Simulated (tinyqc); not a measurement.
RHF in the sto-6g basis, for H2O, spin multiplicity 1, step by step. One step of it, computed by the program tinyqc.

Question. Orthogonalisation. S = U s U^T; symmetric (Loewdin) form X = U s^(-1/2) U^T, so that X^T S X = 1.

overlap S:
```
           1O 1s     1O 2s    1O 2px     1O 2py    1O 2pz     2H 1s      3H 1s
1O 1s   1.000000  0.231145  0.000000   0.000000  0.000000  0.029448   0.030959
1O 2s   0.231145  1.000000  0.000000   0.000000  0.000000  0.316967   0.328025
1O 2px  0.000000  0.000000  1.000000   0.000000  0.000000  0.000000   0.000000
1O 2py  0.000000  0.000000  0.000000   1.000000  0.000000  0.247824  -0.254896
1O 2pz  0.000000  0.000000  0.000000   0.000000  1.000000  0.150767   0.154811
2H 1s   0.029448  0.316967  0.000000   0.247824  0.150767  1.000000   0.104374
3H 1s   0.030959  0.328025  0.000000  -0.254896  0.154811  0.104374   1.000000
```

Give: eigenvalues of S; X.

Answer.

eigenvalues of S: 0.5082  0.5890  0.9011  1.0000  1.0841  1.3070  1.6105

X:
```
          1O 1s    1O 2s  1O 2px   1O 2py   1O 2pz    2H 1s    3H 1s
1O 1s    1.0220  -0.1291  0.0000   0.0002  -0.0044   0.0151   0.0156
1O 2s   -0.1291   1.1119  0.0000  -0.0027   0.0422  -0.1756  -0.1840
1O 2px   0.0000   0.0000  1.0000   0.0000   0.0000   0.0000   0.0000
1O 2py   0.0002  -0.0027  0.0000   1.0580  -0.0011  -0.1474   0.1526
1O 2pz  -0.0044   0.0422  0.0000  -0.0011   1.0195  -0.0820  -0.0852
2H 1s    0.0151  -0.1756  0.0000  -0.1474  -0.0820   1.0824  -0.0349
3H 1s    0.0156  -0.1840  0.0000   0.1526  -0.0852  -0.0349   1.0885
```
